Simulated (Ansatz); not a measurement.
Frontier orbitals of `COC=C=N`.

```xyz
10

C     0.6180    0.9978   -1.2988
O     0.2799    0.9028    0.0695
C    -0.6212   -0.0971    0.3212
C    -0.3681   -1.0431    1.1932
N    -0.1215   -1.9826    1.9340
H     1.2917    1.8483   -1.3996
H     1.1194    0.0882   -1.6465
H    -0.2735    1.1695   -1.9148
H    -1.5871   -0.0619   -0.1770
H    -0.3377   -1.8218    2.9187
```

Charge 0, multiplicity 1. The geometry is a stationary point of PBE0-D4/def2-TZVP. It is one conformer, not always the lowest. Basis def2-TZVPP, Ansatz.

Orbital energies of one run (eV). Highest occupied ones, from the top: -6.49, -8.72, -9.92, -10.56, -11.31, -12.32, -13.38, -14.56, -15.08, -16.36, -19.57, -21.98, -27.02, -30.62. Empty: -0.46, 1.21, 1.92, 2.60, 3.22, 3.44.

**Question.** Which functional gave them?
A. HSE06 (plane-wave form)
B. r2SCAN0
C. CAM-B3LYP
D. ωB97M-V

**Answer.** B. HOMO energies: r2SCAN0 -6.49, ωB97M-V -8.55, HSE06 -5.95, CAM-B3LYP -7.68 eV.
